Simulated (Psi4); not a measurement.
Process, species as SMILES: N (NH3) → [NH2-] + H+
B3LYP-D3(BJ)/def2-TZVP geometries, fixed; electronic energies without zero-point terms.

Basis-set convergence of the deprotonation energy at MP2 with Psi4. Cartesian d functions, on some or all atoms, in 6-31G**; all else is spherical. Density fitting with the program's default auxiliary sets. Cores are frozen. Psi4's default fitting sets serve the pcseg sets less well. No added dispersion term, no relativity. Functions are those of the species that has most. Reference: Hartree-Fock in aug-cc-pVQZ plus the correlation part extrapolated as X^-3 from aug-cc-pVTZ and aug-cc-pVQZ, 408.55 kcal/mol, itself unsure by roughly 0.09 kcal/mol (a third of the extrapolation step and of the last Hartree-Fock step). Deviations are taken from unrounded values.

| basis | functions | deprotonation energy (kcal/mol) | minus reference (kcal/mol) |
|---|---|---|---|
| cc-pVDZ | 29 | 449.48 | 40.93 |
| 6-31G** | 30 | 447.96 | 39.40 |
| aug-pcseg-1 | 50 | 407.21 | -1.34 |
| def2-TZVPD | 64 | 412.20 | 3.64 |
| pcseg-2 | 72 | 421.51 | 12.96 |
| def2-TZVPP | 73 | 424.65 | 16.10 |
| def2-TZVPPD | 88 | 413.69 | 5.13 |
| pcseg-3 | 159 | 412.17 | 3.61 |
| def2-QZVPPD | 162 | 411.91 | 3.36 |

Of the sets listed that have larger relatives (same family, alike in diffuse functions), none stays within 0.5 kcal/mol of the reference together with them.
